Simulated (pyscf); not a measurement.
Single points on ωB97X-D3(BJ)/def2-SVP structures (PySCF, gas phase). MP2 and CC: frozen core, UHF for open shells. ΔMP2 is the change of the MP2 total energy from the triple- to the quadruple-zeta basis.

Question: For the elementary gas-phase step Cl–BH–Cl + methane (CH₄) → hydrogen chloride (HCl) + H₃C–BH–Cl (singlet surface; B–Cl, C–H broken, Cl–H, B–C formed), what barrier and reaction energy does CCSD(T)/def2-TZVPP give, measured from the separated reactants?

Answer: ΔE‡ = 192.0 kJ/mol, ΔE = +82.7 kJ/mol. CCSD(T)/def2-TZVPP + ΔMP2(QZVPP) gives 188.8 kJ/mol and +82.0 kJ/mol. Zero-point energy shifts the barrier by -3.2 kJ/mol. It is a four-centre exchange, with an imaginary mode of 1057i cm⁻¹. This is the saddle that the search found; another between the same sides may lie lower. The CCSD(T) − MP2 part came from Ansatz, without density fitting, on the same reference.
